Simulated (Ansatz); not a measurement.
# ClHSi, SMILES [SiH]Cl: a composite energy at a relaxed geometry

With Ansatz 0.2.0 through its Python package.

The cells in order, each with its output:

**Cell 1**
```python
import ansatz as az
import numpy as np
```

**Cell 2**
```python
BASIS_SET = "def2-SVP"
FUNCTIONAL = "pbe0"
VDW = "d4"

geometry = (
    az.Crystal.molecule()
    .atom("Si", [-0.4476, 0.4308, -0.2066])
    .atom("Cl", [1.3, 0.4345, 0.7614])
    .atom("H", [-0.8634, -0.9301, -0.5681])
)
```

**Cell 3**
```python
job = (
    geometry.calculation()
    .basis(gaussian=BASIS_SET)
    .functional(FUNCTIONAL, dispersion=VDW)
)
symbols = [site.symbol for site in geometry.cartesian_sites]
start = np.array([site.position_ang for site in geometry.cartesian_sites], dtype=float)
data = job.relax(force_tolerance=0.01).run(threads=1).report
end = np.array(data["positions_ang"])
print("final positions (A) and the move of each atom")
for symbol, xyz, old in zip(symbols, end, start):
    print(f"{symbol:2s} {xyz[0]:10.5f} {xyz[1]:10.5f} {xyz[2]:10.5f}   {np.linalg.norm(xyz - old):7.4f}")
```
Output:
```text
final positions (A) and the move of each atom
Si   -0.54695    0.55086   -0.25003    0.1618
Cl    1.28126    0.33686    0.74161    0.1014
H    -0.74531   -0.95252   -0.50488    0.1358
```

**Cell 4**
```python
minimum = az.Crystal.molecule()
for symbol, place in zip(symbols, end):
    minimum = minimum.atom(symbol, place.tolist())
at_minimum = minimum.calculation()
level = lambda method, basis: at_minimum.basis(gaussian=basis).correlation(method).run(threads=1).report
small, large, cluster = level("mp2", "cc-pVDZ"), level("mp2", "cc-pVTZ"), level("ccsd_t", "cc-pVDZ")
corr = lambda each: (each["free_energy_ev"] - each["reference_energy_ev"]) / 27.211386246
mp2_limit = (27 * corr(large) - 8 * corr(small)) / 19
pieces = {"HF / cc-pVTZ": large["reference_energy_ev"] / 27.211386246, "MP2 correlation, DZ-TZ limit": mp2_limit, "CCSD(T) - MP2 / cc-pVDZ": corr(cluster) - corr(small)}
for name, value in pieces.items():
    print(f"{name:32s} {value:14.6f} Ha")
print(f"{'sum':32s} {sum(pieces.values()):14.6f} Ha")
print("T1 diagnostic", round(cluster["correlation"]["coupled_cluster"]["t1_diagnostic"], 4))
```
Output:
```text
HF / cc-pVTZ                        -749.041034 Ha
MP2 correlation, DZ-TZ limit          -0.319446 Ha
CCSD(T) - MP2 / cc-pVDZ               -0.037606 Ha
sum                                 -749.398086 Ha
T1 diagnostic 0.0146
```

Total energies depend on the basis set; only differences at equal settings carry meaning. The sum leaves out core correlation, relativity, the Hartree-Fock basis error and zero-point energy; a DZ-TZ extrapolation is rough. Inner cores stay frozen, so this is valence correlation. For Al to Cl the sets with a tight d function, cc-pV(X+d)Z, are usual. Run time: 6.5 s on 1 thread of Arm Neoverse V1 (shared host), peak memory 0.19 GiB.
